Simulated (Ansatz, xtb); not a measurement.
**Relaxing a trial structure of C2H3Al+**

The starting geometry of this gas-phase doublet has its atoms placed at random.

```csv
atom,x (Å),y (Å),z (Å)
C,0.1114,1.2279,1.6102
C,-0.1954,1.8814,0.2335
Al,0.9564,-0.6515,0.8776
H,-0.9723,-0.0491,0.2621
H,0.2372,0.4877,-0.2669
H,-0.7869,-0.5285,1.7022
```

Guess where an optimisation with r2SCAN-D4/def2-SVP ends from this start.

It ends as a structure given below by its coordinates. Distances that change by over a tenth: C1–C2 (1.55 → 1.23 Å), C1–Al3 (2.19 → 1.85 Å), Al3–H6 (1.93 → 2.16 Å), H4–H6 (1.53 → 0.78 Å). Contacts that open: Al3–H5 (1.77 → 4.16 Å). Contacts that close: C2–H5 (1.54 → 1.08 Å).

The energy falls by 9.05 eV over 23 steps:

| step | E − E(last) (eV) |
| --- | --- |
| 1 | 9.055 |
| 3 | 6.687 |
| 6 | 2.985 |
| 8 | 1.263 |
| 11 | 0.495 |
| 13 | 0.365 |
| 16 | 0.075 |
| 18 | 0.003 |
| 21 | 0.000 |
| 23 | 0.000 |

Final geometry (Å):

```yaml
atoms:
  - { symbol: C, position_ang: [0.3571, 1.0104, 0.6894] }
  - { symbol: C, position_ang: [0.1929, 2.0217, 0.0131] }
  - { symbol: Al, position_ang: [0.7312, -0.4591, 1.7538] }
  - { symbol: H, position_ang: [-0.8405, -1.8252, 1.5175] }
  - { symbol: H, position_ang: [0.0337, 2.9068, -0.5884] }
  - { symbol: H, position_ang: [-1.1241, -1.2868, 1.0332] }
```

From the same start GFN2-xTB ends elsewhere, in pieces: C2H2Al + H.

From so rough a start the end depends on the optimiser's path, so another program may land elsewhere. No frequencies were run, so the end isn't proven a minimum. Open shells are spin-unrestricted. Run with Ansatz 0.2.0, 2.2 min on 1 thread of Intel(R) Xeon(R) Platinum 8259CL CPU @ 2.50GHz (Skylake/Cascade Lake), with other jobs on the host.
